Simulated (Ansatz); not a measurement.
# SiN2+ (quartet): wave-function methods side by side, def2-QZVPP

The task here is to estimate one member of a computed series from the others.

Computed with Ansatz 0.2.0, Gaussian basis. Level: def2-QZVPP, core rule «outside noble gas», up to 7 orbitals frozen.

Plan: UHF; ROHF; CCSD(T) on UHF.

2 further runs of the same task are left out: 2 set aside as unsound or not needed.

## The system

The geometry is a PBE0/def2-TZVP stationary point (not a proven minimum) of the parent state, kept for this charge and spin.

3 atoms, charge 1, spin multiplicity 4.

Atoms are counted from 1 here; the program's logs count them from 0.

Bond lengths: N1–N2 1.137 Å, N2–Si3 1.741 Å. Angles: N1–N2–Si3 180.0°.

The first run:

in.yaml

```yaml
crystal:
  periodic: [false, false, false]
  atoms:
    - {symbol: N, position_ang: [0.000000, 0.000000, -1.338000]}
    - {symbol: N, position_ang: [0.000000, 0.000000, -0.201300]}
    - {symbol: Si, position_ang: [0.000000, 0.000000, 1.539300]}
basis:
  gaussian: {orbitals: "def2-QZVPP.json"}
total_charge: 1
magnetization: {spin_polarized: true, initial_magnetization: 3}
hamiltonian: {xc: hf}
output: {orbitals: {seedname: orbitals}}
```

Launch:

```
> ansatz run in.yaml --threads 1 --pin off --events-out ev --progress --plain --max-ram 2393MiB
```

Steps of the session up to this table: UHF; ROHF; CCSD(T) on UHF.

One of the session's tables, all rows but one given; the rest of the session is left out.

```
  method  from UCCSD(T) (meV)
    ROHF                    ?
     UHF             +12468.5
    UMP2              +1475.0
   UCCSD               +666.9
UCCSD(T)                    0
```

**Question.** Estimate the row for ROHF.

The run gave: from UCCSD(T) (meV): +12832.3. In the column «from UCCSD(T) (meV)» it is the highest.
